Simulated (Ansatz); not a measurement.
Task: a geometry optimisation of C₂H₅NO, SMILES C=NCO, with the Python package of Ansatz (0.2.0). Give the script and its output. Level of theory: PBE, cc-pVDZ basis, multiplicity 1, D3BJ dispersion.

```xyz
9

C    -1.3691   -0.2547    0.1798
N    -0.4844   -0.3973   -0.6941
C     0.6902    0.3639   -0.3944
O     1.5414   -0.1691    0.6877
H    -2.3813   -0.7320    0.0262
H    -1.3186    0.4599    1.0511
H     0.5230    1.4133   -0.1500
H     1.4079    0.3871   -1.2711
H     1.4793   -1.1174    0.5478
```

Script `c2h5no.py`:
```python
"""Geometry optimisation of C2H5NO."""

import itertools
import warnings

import ansatz as az
from ase.data import atomic_numbers, covalent_radii
import numpy as np


def main() -> None:
    warnings.simplefilter("ignore", az.DeckWarning)

    geometry_ang = [
        ("C", (-1.3691, -0.2547, 0.1798)),
        ("N", (-0.4844, -0.3973, -0.6941)),
        ("C", (0.6902, 0.3639, -0.3944)),
        ("O", (1.5414, -0.1691, 0.6877)),
        ("H", (-2.3813, -0.732, 0.0262)),
        ("H", (-1.3186, 0.4599, 1.0511)),
        ("H", (0.523, 1.4133, -0.15)),
        ("H", (1.4079, 0.3871, -1.2711)),
        ("H", (1.4793, -1.1174, 0.5478)),
    ]
    system = az.Crystal.molecule()
    for symbol, xyz in geometry_ang:
        system = system.atom(symbol, xyz)

    job = system.calculation().basis(gaussian="cc-pVDZ").functional("PBE", dispersion="d3bj")
    symbols = [site.symbol for site in system.cartesian_sites]
    start = np.array([site.position_ang for site in system.cartesian_sites], dtype=float)
    def progress(event):
        if event["event"] == "relax_step":
            row = event["data"]
            print(f"step {row['step']:3d}  E = {row['lagrangian_ev']:.6f} eV  largest force component {row['allowed_force_max_ev_ang']:.4f} eV/A")


    report = job.relax(force_tolerance=0.01).session().plan().execute(on_event=progress).report
    end = np.array(report["positions_ang"])

    for key in ("converged", "free_energy_ev", "reference_energy_ev", "n_frozen", "n_occupied", "n_virtual"):
        print(f"{key:22s} {report[key]}")

    # pairs closer than 1.2 times the sum of covalent radii, before or after
    radius = [covalent_radii[atomic_numbers[s]] for s in symbols]
    span = lambda where, i, j: np.linalg.norm(where[i] - where[j])
    bonded = [(i, j) for i, j in itertools.combinations(range(len(symbols)), 2) if min(span(start, i, j), span(end, i, j)) < 1.2 * (radius[i] + radius[j])]
    print("pair        before    after (A)")
    for i, j in bonded:
        print(f"{symbols[i]}{i}-{symbols[j]}{j}".ljust(10), f"{span(start, i, j):8.4f} {span(end, i, j):8.4f}")
    for first, second in list(itertools.combinations(bonded, 2)):
        shared = set(first) & set(second)
        if shared and symbols[(j := shared.pop())] != "H":
            i, k = sorted((set(first) | set(second)) - {j})
            u, v = end[i] - end[j], end[k] - end[j]
            angle = np.degrees(np.arccos(np.clip(u @ v / np.linalg.norm(u) / np.linalg.norm(v), -1, 1)))
            print(f"final angle {symbols[i]}{i}-{symbols[j]}{j}-{symbols[k]}{k}: {angle:.2f} deg")

    charges = report["charge_distribution"]
    dipole = np.array(charges["dipole_moment_e_ang"]) * 4.803205
    print("dipole (D): {:.3f} {:.3f} {:.3f}, length {:.3f}".format(*dipole, np.linalg.norm(dipole)))
    print("atom  Mulliken   Lowdin")
    for symbol, m, l in zip(symbols, charges["mulliken_charges_e"], charges["lowdin_charges_e"]):
        print(f"{symbol:4s} {m:9.3f} {l:8.3f}")


if __name__ == "__main__":
    main()
```

Output of `python c2h5no.py`:
```text
step   1  E = -5684.590372 eV  largest force component 3.4679 eV/A
step   2  E = -5684.681490 eV  largest force component 1.6801 eV/A
step   3  E = -5684.817986 eV  largest force component 0.9946 eV/A
step   4  E = -5684.848470 eV  largest force component 0.5320 eV/A
step   5  E = -5684.823895 eV  largest force component 0.6472 eV/A
step   6  E = -5684.882477 eV  largest force component 0.1984 eV/A
step   7  E = -5684.890328 eV  largest force component 0.1985 eV/A
step   8  E = -5684.911349 eV  largest force component 0.3502 eV/A
step   9  E = -5684.930512 eV  largest force component 0.6322 eV/A
step  10  E = -5684.943742 eV  largest force component 0.7190 eV/A
step  11  E = -5684.976809 eV  largest force component 0.4474 eV/A
step  12  E = -5684.979884 eV  largest force component 0.6339 eV/A
step  13  E = -5684.976620 eV  largest force component 0.4111 eV/A
step  14  E = -5684.996800 eV  largest force component 0.1234 eV/A
step  15  E = -5684.998304 eV  largest force component 0.1337 eV/A
step  16  E = -5684.999447 eV  largest force component 0.0568 eV/A
step  17  E = -5684.999788 eV  largest force component 0.0469 eV/A
step  18  E = -5685.000079 eV  largest force component 0.0415 eV/A
step  19  E = -5685.000014 eV  largest force component 0.0533 eV/A
step  20  E = -5685.000153 eV  largest force component 0.0093 eV/A
converged              True
free_energy_ev         -5685.000180410511
reference_energy_ev    -5684.864105604696
n_frozen               0
n_occupied             [16, 16]
n_virtual              [65, 65]
pair        before    after (A)
C0-N1        1.2517   1.2773
C0-H4        1.1296   1.1071
C0-H5        1.1280   1.1177
N1-C2        1.4314   1.4572
C2-O3        1.4763   1.4104
C2-H6        1.0904   1.1169
C2-H7        1.1332   1.1208
O3-H8        0.9606   0.9803
final angle N1-C0-H4: 119.13 deg
final angle N1-C0-H5: 123.84 deg
final angle C0-N1-C2: 117.54 deg
final angle H4-C0-H5: 117.03 deg
final angle N1-C2-O3: 110.45 deg
final angle N1-C2-H6: 113.42 deg
final angle N1-C2-H7: 106.14 deg
final angle O3-C2-H6: 106.37 deg
final angle O3-C2-H7: 112.47 deg
final angle C2-O3-H8: 105.08 deg
final angle H6-C2-H7: 108.08 deg
dipole (D): -1.141 0.306 -0.655, length 1.350
atom  Mulliken   Lowdin
C        0.023   -0.076
N       -0.193    0.153
C        0.167   -0.179
O       -0.236    0.199
H        0.040   -0.003
H        0.018   -0.015
H        0.019   -0.015
H        0.026   -0.013
H        0.135   -0.051
```

Caveats:
- Total energies depend on the basis set; only differences at equal settings carry meaning.
- The end point is the stationary point reached from this start; no frequency run checks that it is a minimum, and the basis set is modest.
- The Löwdin charges here are taken after orthogonalising the functions within each atom; they differ from plain Löwdin charges, and their signs can be unphysical.
- Total less reference energy is the dispersion correction.
- The whole script took 45 s on 1 thread of Arm Neoverse V2 (shared host), peak memory 0.2 GiB.
